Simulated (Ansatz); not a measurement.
A calculation with Ansatz (development build ahead of 0.2.0).

```yaml
crystal:
  periodic: [false, false, false]
  atoms:
    - { symbol: O, position_ang: [0.0, 0.0, -1.25205] }
    - { symbol: C, position_ang: [0.0, 0.0, 0.0] }
    - { symbol: O, position_ang: [0.0, 0.0, 1.25205] }
basis:
  gaussian: { orbitals: cc-pVTZ }
hamiltonian:
  xc: hf
correlation:
  method: mp2
  frozen_orbitals: { C: 1, O: 1 }
```

The input is written out in the form of the current development build from the run's settings.

The run gave:

```json
{
 "Converged": "yes",
 "Reference energy": "-187.65869 hartree",
 "Correlation energy": "-0.62787 hartree",
 "Total energy": "-188.28655 hartree",
 "Spin squared of the determinant": "0.000"
}
```
